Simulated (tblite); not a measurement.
Compound: C5H7N.
Atom-mapped SMILES: `[CH2:1]=[C:2]([C:3]#[N:4])[CH2:5][CH3:6]` (hydrogens: H7, H8 on C1; H9, H10 on C5; H11, H12, H13 on C6)

Computed with GFN2-xTB (tblite), gas phase: Langevin dynamics at 600 K from the optimised GFN2-xTB geometry, time step 0.5 fs, friction 0.01 fs⁻¹, 2000 steps.

The start geometry, which sets the zero of energy:
```
atom  x, y, z in Å
C1     -1.617   -1.051   -0.318
C2     -0.815   -0.083    0.119
C3     -1.265    1.261    0.121
N4     -1.615    2.353    0.134
C5      0.589   -0.294    0.614
C6      1.601    0.369   -0.322
H7     -1.297   -2.079   -0.326
H8     -2.613   -0.847   -0.674
H9      0.787   -1.366    0.681
H10     0.686    0.139    1.613
H11     2.611    0.216    0.050
H12     1.530   -0.056   -1.321
H13     1.413    1.438   -0.388
```

Question: These frames come from the run, each turned onto the start geometry. Order them by potential energy, lowest first.
A.
```
atom  x, y, z in Å
C1     -1.568   -1.004   -0.306
C2     -0.865   -0.028    0.116
C3     -1.312    1.293    0.108
N4     -1.677    2.386    0.040
C5      0.573   -0.317    0.583
C6      1.630    0.334   -0.334
H7     -1.192   -2.050   -0.167
H8     -2.586   -1.004   -0.663
H9      0.637   -1.407    0.601
H10     0.736    0.131    1.585
H11     2.560    0.065    0.038
H12     1.461    0.160   -1.395
H13     1.597    1.442   -0.223
```
B.
```
atom  x, y, z in Å
C1     -1.603   -1.044   -0.322
C2     -0.712   -0.116    0.105
C3     -1.290    1.268    0.181
N4     -1.617    2.337    0.237
C5      0.591   -0.229    0.750
C6      1.576    0.349   -0.313
H7     -1.420   -1.973   -0.675
H8     -2.585   -0.953   -0.709
H9      0.903   -1.344    0.848
H10     0.717    0.376    1.583
H11     2.678    0.230   -0.034
H12     1.382   -0.222   -1.244
H13     1.375    1.321   -0.424
```
C.
```
atom  x, y, z in Å
C1     -1.613   -1.037   -0.165
C2     -0.718   -0.079    0.049
C3     -1.149    1.221   -0.181
N4     -1.670    2.261   -0.148
C5      0.610   -0.313    0.599
C6      1.591    0.452   -0.245
H7     -1.479   -2.130   -0.016
H8     -2.584   -0.789   -0.694
H9      0.947   -1.362    0.504
H10     0.624   -0.108    1.678
H11     2.672    0.105   -0.151
H12     1.213    0.300   -1.291
H13     1.553    1.479    0.044
```
D.
```
atom  x, y, z in Å
C1     -1.411   -0.967   -0.440
C2     -0.815    0.083    0.192
C3     -1.469    1.381    0.215
N4     -1.827    2.506    0.237
C5      0.551   -0.214    0.742
C6      1.601    0.249   -0.313
H7     -0.976   -1.942   -0.695
H8     -2.480   -1.119   -0.606
H9      0.658   -1.243    0.752
H10     0.745    0.272    1.713
H11     2.602   -0.112   -0.127
H12     1.282   -0.305   -1.194
H13     1.535    1.411   -0.494
```
E.
```
atom  x, y, z in Å
C1     -1.705   -1.127   -0.018
C2     -0.779   -0.167   -0.027
C3     -1.199    1.154   -0.296
N4     -1.523    2.243   -0.485
C5      0.637   -0.282    0.533
C6      1.696    0.530   -0.190
H7     -1.359   -2.136    0.026
H8     -2.663   -0.954   -0.454
H9      0.708   -1.367    0.413
H10     0.547   -0.162    1.659
H11     2.493   -0.096   -0.501
H12     1.075    1.020   -1.014
H13     2.068    1.343    0.335
```

Answer: A (0.410 eV), C (0.518 eV), E (0.705 eV), D (0.906 eV), B (1.244 eV).

In the order of the answer:

```json
{"t (fs)": "25", "E above start (eV)": "0.410", "largest force (eV/Å)": "4.96", "rms force component (eV/Å)": "1.205", "rms distance from start (Å)": "0.145", "rms bond change (Å)": "0.030", "bond most changed (Å)": "C1=C2 -0.056"}
{"t (fs)": "500", "E above start (eV)": "0.518", "largest force (eV/Å)": "3.06", "rms force component (eV/Å)": "0.970", "rms distance from start (Å)": "0.278", "rms bond change (Å)": "0.033", "bond most changed (Å)": "C1–H8 +0.056"}
{"t (fs)": "625", "E above start (eV)": "0.705", "largest force (eV/Å)": "3.03", "rms force component (eV/Å)": "0.894", "rms distance from start (Å)": "0.555", "rms bond change (Å)": "0.027", "bond most changed (Å)": "C6–H12 +0.054"}
{"t (fs)": "250", "E above start (eV)": "0.906", "largest force (eV/Å)": "3.96", "rms force component (eV/Å)": "1.162", "rms distance from start (Å)": "0.278", "rms bond change (Å)": "0.037", "bond most changed (Å)": "C6–H13 +0.089"}
{"t (fs)": "300", "E above start (eV)": "1.244", "largest force (eV/Å)": "5.53", "rms force component (eV/Å)": "1.925", "rms distance from start (Å)": "0.175", "rms bond change (Å)": "0.055", "bond most changed (Å)": "C6–H13 -0.089"}
```

What follows is the cost of the whole dynamics run. The run took 15 s wall on an Intel Xeon Platinum 8488C with one thread, no GPU, shared host with 192 logical CPUs at a one-minute load of 102, and the process peaked at 0.18 GiB of memory.
